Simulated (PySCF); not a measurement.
Method: PBE-D3(BJ)/def2-TZVP // PBE0-D3(BJ)/def2-TZVP (PySCF 2.14.0). Isolated molecules, 0 K electronic values unless said otherwise. 

Reference species (SMILES): `[CH2]` (lower triplet) (neutral, multiplicity 3).

```json
{
 "highest_occupied_spin_orbital": "-5.69 eV",
 "dipole_moment": "0.64 D"
}
```

Changed species: `[C-]#[N+][CH]` (lower triplet) (X = isocyano, multiplicity 3; the reference has X = H, multiplicity 3).

Q: Predict the effect on the highest occupied spin orbital and dipole moment.

A: the highest occupied spin orbital decreases by 0.26 eV, to -5.95 eV; the dipole moment increases by 2.35 D, to 2.99 D.
